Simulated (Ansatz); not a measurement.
Frontier orbitals of `C=CN=C`.

Cartesian coordinates in Å:
```
C 0.295 -0.686 -1.570
C 0.361 -0.079 -0.390
N -0.747 -0.015 0.452
C -0.607 0.581 1.559
H 1.157 -0.735 -2.222
H -0.630 -1.145 -1.897
H 1.289 0.388 -0.048
H -1.455 0.648 2.239
H 0.337 1.042 1.877
```

Total charge 0; spin multiplicity 1. Geometry: relaxed with PBE0-D4/def2-TZVP. It is one conformer, not always the lowest. Basis def2-TZVPP, Ansatz.

```json
{"functional": "PBE", "HOMO (eV)": "-6.13", "LUMO (eV)": "-2.26", "gap (eV)": "3.87"}
{"functional": "B97M-V", "HOMO (eV)": "-6.47", "LUMO (eV)": "-1.97", "gap (eV)": "4.50"}
{"functional": "PBE0", "HOMO (eV)": "-7.34", "LUMO (eV)": "-1.23", "gap (eV)": "6.11"}
{"functional": "B3LYP", "HOMO (eV)": "-7.13", "LUMO (eV)": "-1.47", "gap (eV)": "5.66"}
{"functional": "r2SCAN0", "HOMO (eV)": "-7.45", "LUMO (eV)": "-1.13", "gap (eV)": "6.32"}
{"functional": "ωB97M-V", "HOMO (eV)": "-9.47", "LUMO (eV)": "0.91", "gap (eV)": "10.38"}
```

From PBE to PBE0 the HOMO moves by −1.21 eV and the LUMO by +1.02 eV, and with ωB97M-V by −3.34 and +3.16 eV, so the gap grows from 3.87 to 10.37 eV with exact exchange. A positive LUMO is unbound and depends on the basis.

B3LYP here is the variant with VWN-RPA as its local correlation; programs differ in this.
